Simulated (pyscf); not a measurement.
H₂Si=S + HCl -> S=SiH–Cl + H₂ (four-centre exchange; singlet surface; H–Si, Cl–H broken, Cl–Si, H–H formed). Structures and frequencies: ωB97X-D3(BJ)/def2-SVP in PySCF. Energies in kcal/mol from the separated reactants.

```tsv
level	barrier	reaction energy
PBE/def2-TZVP	7.0	-21.7
r²SCAN/def2-TZVP	…	…
B3LYP-D3(BJ)/def2-TZVP	13.3	-21.7
M06-2X/def2-TZVP	…	-22.9
ωB97M-D3(BJ)/def2-TZVP	14.5	-21.1
HF/def2-TZVP	32.3	-16.9
```

Q: Some entries are withheld; supply them.

A: 
- r²SCAN/def2-TZVP, barrier: 7.8
- r²SCAN/def2-TZVP, reaction energy: -23.3
- M06-2X/def2-TZVP, barrier: 13.8

The functionals in the table span 7.5 kcal/mol in this barrier, from PBE to ωB97M-D3(BJ)/def2-TZVP. On the reactant side the descent ends in a complex, 6.9 kcal/mol under the separated species and 20.2 kcal/mol under the saddle at ωB97X-D3(BJ)/def2-TZVP. The same reactants have a lower exit, to HS–SiH₂–Cl (barrier -2.2 kcal/mol at ωB97M-D3(BJ)/def2-TZVP, against +14.5 kcal/mol here). This is the saddle that the search found; another between the same sides may lie lower.
